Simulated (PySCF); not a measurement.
Gas-phase reaction: 2 BH₂ + NH + NH₃ ⇌ 2 H₂BNH₂

Computed with PySCF (xtb for GFN2) and rigid-rotor harmonic-oscillator thermochemistry at 1 bar. † marks an energy on the PBE0/def2-TZVP geometry and frequencies; other levels use their own. MP2 freezes the core. 6-31G* has spherical d functions here. Open shells (unrestricted): BH₂ (multiplicity 2), NH (multiplicity 3); the rest are closed-shell singlets. GFN2 has no spin-polarisation term. B3LYP is the form with VWN-RPA correlation. H₂BNH₂: computed as isolated molecules; such fragments, hydroxides, amides, oligomers or adducts are transient or little studied in the gas. MP2 isn't extrapolated to the basis-set limit.

| level | ΔH°(298 K), kJ |
|---|---|
| B3LYP/6-31G* | -1114 |
| B3LYP/def2-TZVP† | -1107 |
| BLYP/def2-TZVP† | ? |
| GFN2-xTB | -1375 |
| M06-2X/def2-TZVP† | ? |
| MP2/def2-SVP† | ? |
| PBE0/def2-SVP† | -1151 |
| ωB97M-V/def2-TZVP† | ? |
| ωB97X-V/def2-TZVP† | -1134 |

### Question
Complete the blanks.

### Answer

- BLYP/def2-TZVP†, ΔH°(298 K), kJ: -1104
- M06-2X/def2-TZVP†, ΔH°(298 K), kJ: -1131
- MP2/def2-SVP†, ΔH°(298 K), kJ: -1135
- ωB97M-V/def2-TZVP†, ΔH°(298 K), kJ: -1147
